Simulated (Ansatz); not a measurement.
## How far a parabola holds: energy against volume of rock-salt ZrC

System: rock-salt ZrC. Method: r²SCAN (plane waves, PAW; Ansatz, a first-principles code). Run with plane-wave cutoff 560 eV, 20×20×20 k mesh, Fermi–Dirac smearing 0.05 eV, scalar-relativistic PAW data made under PBE. The cell has no free parameter but its volume, all volumes share cutoff and mesh, and the runs aren't spin-polarised. Energies are free energies at the run's smearing, counted from the lowest row; static lattice.

```
V (Å³/atom)  E (meV/atom)
-----------  ------------
12.549              16.10
12.811               3.90
13.072               0.00
13.334               3.61
13.595              14.02
13.857                  ?
```

Question: Fit E against V with a parabola, and predict the withheld value at V = 13.857.

Answer: With u = V - 13.1, the rows have u = -0.5510, -0.2890, -0.0280, 0.2340, 0.4950. Least squares gives E = -0.011 + 1.372·u + 55.080·u². Residuals (row less fit): 0.145, -0.293, 0.006, 0.284, -0.144; standard error 0.323 (degrees of freedom: 2). The fitted curve has its minimum at V = 13.1, where E = -0.02. Its curvature is d²E/dV² = 2 × 55.080 meV/Å⁶, so B = V0·d²E/dV² × 0.1602 = 231 GPa. At the withheld row, u = 0.7570, so E = -0.011 + 1.372 × 0.7570 + 55.080 × 0.7570² = 32.591 meV/atom. The calculation gives 30.58 meV/atom, 2.011 meV/atom below the prediction (6.6 % of the range of E in the table). The row lies outside the fitted rows, so this is an extrapolation. From the scatter of the fitted rows alone, a prediction at this place has a standard error of 0.764 meV/atom, so the miss is 2.6 times that.

The residuals are curvature that a parabola lacks, not noise. A solid that stiffens under compression and softens on expansion lies above the parabola at the compressed end and under it at the expanded end, as this row does. A third-order Birch-Murnaghan fit to the whole scan has B0 = 230 GPa. Only scans are tabulated whose curvature falls smoothly with volume, and where the parabola meets the shown rows within 5 % of their range and misses the end by 0.1 meV or more.

Measured, for comparison: bulk modulus 223 GPa (temperature not stated, not corrected to a static lattice, from single-crystal elastic constants, sources range from 208 to 223; as tabulated in arXiv:1102.4063). Computed less measured: bulk modulus +3.1 % (+3.1 % to +11 % over the range). A static lattice is as a rule a little smaller and stiffer than an uncorrected measurement, which can account for part of this in the bulk modulus.
